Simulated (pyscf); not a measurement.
## Insertion: B–F [singlet] + NH₃ → H₂N–BH–F

Gas phase, singlet surface, charge 0. Bonds broken: N3–H4. Bonds formed: B1–N3, B1–H4. Structures and frequencies: ωB97X-D3(BJ)/def2-SVP in PySCF. Correlated levels are frozen-core, on RHF or UHF. ΔMP2 is the change of the MP2 total energy from the triple- to the quadruple-zeta basis.

Transition state (Å):

```xyz
6

B      0.3058     0.3139    -0.5979
F      1.3044    -0.3201    -1.2195
N     -0.2010    -0.5614     0.5645
H     -1.0311    -0.1743    -0.2629
H      0.1166    -1.5219     0.7820
H     -0.5645    -0.0478     1.3667
```

One imaginary mode, 1649i cm⁻¹; descent along it reached the two sides named.

| bond | change | reactant side (Å) | saddle | product side |
|---|---|---|---|---|
| N3–H4 | breaks | 1.020 | 1.234 | 2.279 |
| B1–N3 | forms | 2.504 | 1.541 | 1.397 |
| B1–H4 | forms | 2.9 | 1.462 | 1.210 |

Electronic energies relative to the separated reactants (eV):

| level | barrier | reaction energy | reverse barrier |
|---|---|---|---|
| ωB97X-D3(BJ)/def2-TZVP | 1.01 | -3.64 | 4.66 |
| PBE/def2-TZVP | 0.55 | -3.70 | 4.25 |
| r²SCAN/def2-TZVP | 0.68 | -3.81 | 4.48 |
| B3LYP-D3(BJ)/def2-TZVP | 0.89 | -3.67 | 4.56 |
| PBE0-D3(BJ)/def2-TZVP | 0.72 | -3.79 | 4.51 |
| M06-2X/def2-TZVP | 0.91 | -3.70 | 4.61 |
| ωB97M-D3(BJ)/def2-TZVP | 1.02 | -3.52 | 4.53 |
| HF/def2-TZVP | 1.85 | -3.39 | 5.24 |
| MP2/def2-QZVPP | 1.04 | -3.64 | 4.68 |
| CCSD/def2-TZVPP | 1.29 | -3.39 | 4.68 |
| CCSD(T)/def2-TZVPP | 1.16 | -3.40 | 4.56 |
| CCSD(T)/def2-TZVPP + ΔMP2(QZVPP) | 1.15 | -3.41 | 4.56 |

With CCSD(T)/def2-TZVPP + ΔMP2(QZVPP) energies and thermal terms (ideal gas, 1 atm, RRHO with modes under 100 cm⁻¹ raised to 100, one conformer, R ln 2 for rigid chiral ones), in eV:

```json
[
 {"T (K)": "298", "ΔH‡": "1.08", "ΔG‡": "1.48", "ΔH": "-3.35", "ΔG": "-2.93"},
 {"T (K)": "600", "ΔH‡": "1.07", "ΔG‡": "1.89", "ΔH": "-3.34", "ΔG": "-2.50"},
 {"T (K)": "900", "ΔH‡": "1.09", "ΔG‡": "2.29", "ΔH": "-3.32", "ΔG": "-2.08"},
 {"T (K)": "1200", "ΔH‡": "1.11", "ΔG‡": "2.69", "ΔH": "-3.28", "ΔG": "-1.67"}
]
```

The reactants may also form a dative adduct at B–F [singlet]; it and routes through it were not searched. One saddle was located; it need not be the lowest between these sides. The CCSD(T) − MP2 part came from Ansatz, without density fitting, on the same reference.
